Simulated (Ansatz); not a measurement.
**What a trial cell of Rh₂C₃ relaxes into**

Computed with DFT PBE, scalar-relativistic, plane waves, PAW (Ansatz 0.2.0).

Rh₂C₃ was placed on the tetradymite structure type (R-3m, No. 166), with Rh in place of Bi, C in place of Te, at a guessed volume.

The final relaxation ran on this input, with the default PAW datasets:

```yaml
crystal:
  lattice:
    - [1.3108732824, 0.7568330424, 11.2089938577]
    - [-1.3108732824, 0.7568330424, 11.2089938577]
    - [0.0, -1.5136660849, 11.2089938577]
  atoms:
    - { symbol: Rh, position: [0.3754370561, 0.3754370561, 0.3754370561] }
    - { symbol: Rh, position: [0.6245629439, 0.6245629439, 0.6245629439] }
    - { symbol: C, position: [0.0, 0.0, 0.0] }
    - { symbol: C, position: [0.1666690808, 0.1666690808, 0.1666690808] }
    - { symbol: C, position: [0.8333309192, 0.8333309192, 0.8333309192] }
basis:
  ecutwfc: 420
kpoints:
  mp_grid: { grid: [18, 18, 18] }
hamiltonian:
  xc: pbe
scf:
  occupations: { method: gaussian, width: 0.1 }
output:
  forces: true
  stress: true
  eigenvalues: true
relax:
  adjacent_minimum: "off"
  f_tol: 0.01
  max_steps: 80
  cell: { stress_tol: 0.05 }
```

Launched as:

```bash
ansatz run input.yaml --threads 1 --pin off --max-ram 2560MiB --backend cpu --events-out ev --progress --plain --runs-dir out
```

The run took 6.5 min on 1 thread of Intel(R) Xeon(R) 6975P-C (Granite Rapids) (shared host), peak memory 1.1 GiB.

The program printed at the end:

```
SCF converged after 7 iterations
Free energy (F): -13555.371735 eV
Harris-Foulkes:  -13555.371735 eV  (|F-HF|=9.09e-12)
Internal energy: -13555.363520 eV  (E = F + TS)
E sigma→0 (E₀):  -13555.367627 eV
Entropy (-TS):   -0.008215 eV (-1.643 meV/atom)
Fermi energy:    10.694131 eV
--- Per-component energies (eV) ---
  E_band       = -556.265285
  E_kinetic    = 1411.397966
  E_local      = -12236.667013  (includes V_loc(G=0)·N_el)
  E_nonlocal   = 790.805470
  E_hartree    = 5386.703830
  E_xc         = -585.658940
  E_vxc        = -732.768298  (∫ρ·V_xc dr)
  E_paw        = -7471.476011  (= ΣΔE_a)
  E_vpaw       = -562.442728  (= ΣTr[D̂ρ^β])
  E_aug_tail   = 0.001723  (compensation charges beyond the density's cutoff)
  E_ewald      = -850.470545
  E_smearing   = -0.008215  (= −TS)
  E_closure    =  0.000000  (closes the sum)
  Σ components = -13555.371735   (vs F -13555.371735, Δ=0.00e0)
--- Forces (eV/Å), atoms counted from 1 ---
  atom   1  Rh     0.00000000     0.00000000     0.00151949
  atom   2  Rh     0.00000000     0.00000000    -0.00151949
  atom   3  C      0.00000000     0.00000000     0.00000000
  atom   4  C      0.00000000     0.00000000     0.00019017
  atom   5  C      0.00000000     0.00000000    -0.00019017
  max |Σ_I F_I| component: 2.17e-19 eV/Å
--- Stress (GPa, compression-positive) ---
       -0.003591       0.000000       0.000000
        0.000000      -0.003591       0.000000
        0.000000       0.000000       0.038715
  P = ⅓ Tr σ = 0.0105 GPa (0.105 kbar)
--- Relaxed structure (10 steps of the walk, 10 accepted, 3 SCFs on fresh bases) ---
  F+E_penalty+E_count = -13555.37173485 eV   max|allowed force component| = 1.519e-3 eV/Å   (the final SCF, on the basis selected at the relaxed cell)
  cell:  # Å, volume = 69.6099 Å³
    - [1.306858, 0.754515, 11.765855]
    - [-1.306858, 0.754515, 11.765855]
    - [0.000000, -1.509030, 11.765855]
  atoms:
    - { symbol: Rh, position: [0.373862, 0.373862, 0.373862] }
    - { symbol: Rh, position: [0.626138, 0.626138, 0.626138] }
    - { symbol: C, position: [0.000000, 0.000000, 0.000000] }
    - { symbol: C, position: [0.166667, 0.166667, 0.166667] }
    - { symbol: C, position: [0.833333, 0.833333, 0.833333] }
```

Absolute energies hang on the potentials; compare differences alone.

The result has space group R-3m (No. 166). Rh is coordinated by 3 C at 2.08 Å; C on Wyckoff site a (1 atom of the primitive cell) is coordinated by 6 Rh at 2.08 Å and 6 C at 2.61 Å; C on Wyckoff site c (2 atoms of the primitive cell) is coordinated by 3 C at 1.51 Å.

Against the elements it lies at 0.65 eV/atom. Energies over the elements count from the elements' standard structures at the same level, with no empirical corrections.

For metals, differences of a few meV/atom aren't resolved. Weakly bound directions are ill-defined at this level, which has no dispersion term.

A structure relaxed within its symmetry needn't be a true minimum.